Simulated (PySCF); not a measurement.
B(F)3 cation (BF3), SMILES FB(F)F (connectivity only; charge and spin as stated), charge +1, multiplicity 2.

Geometry optimised at PBE-D3(BJ)/def2-TZVP. The multiplicity is an assumed one; other spin states were not compared. The isomer is the one that the SMILES or the coordinates give; other isomers of the formula were not compared.

Computed with PBE-D3(BJ)/def2-TZVP (PySCF 2.14.0).

Harmonic, unscaled wavenumbers; measured fundamentals usually lie a few per cent lower.

Modes within 1.5 cm⁻¹ of each other (mostly degenerate sets) share a row, with their intensities summed.

```csv
mode,ν (cm⁻¹),IR (km/mol),moving atoms (share of kinetic energy)
1–2,263,0.5,"F 84 %, B 16 %"
3,543,92.0,"B 84 %, F 16 %"
4,830,0.0,F 100 %
5–6,1147,9.1,"B 68 %, F 32 %"
```
